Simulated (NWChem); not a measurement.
## Lowest excitation of formaldehyde (CH2O)

SMILES: C=O
```xyz
4

C      0.0000     0.0000     0.5228
O      0.0000     0.0000    -0.6733
H     -0.9444     0.0000     1.1247
H      0.9444     0.0000     1.1247
```
Charge 0, spin multiplicity 1.

All runs are NWChem calculations. The geometry was optimised at PBE0/def2-SVP, a minimum by its harmonic frequencies.

Basis set: def2-SVPD.

```tsv
method	lowest vertical singlet excitation energy (eV)	relative cost	difference from EOM-CCSD
CIS	4.66	1	+0.52
TD-PBE	3.90	under 3	-0.24
TDA-BHandHLYP	4.23	under 3	+0.09
TD-B3LYP	4.02	under 3	-0.12
EOM-CCSD	4.14	4	0.00
```

The values span 0.76 eV, from TD-PBE (lowest) to CIS (highest). Relative cost: rough, from shared machines, SCF included, CIS = 1.

The correlated methods keep 2 core orbitals frozen. B3LYP has NWChem's definition, with VWN1-RPA local correlation. No row is a measurement; the coupled-cluster row has its own basis-set and correlation limits.
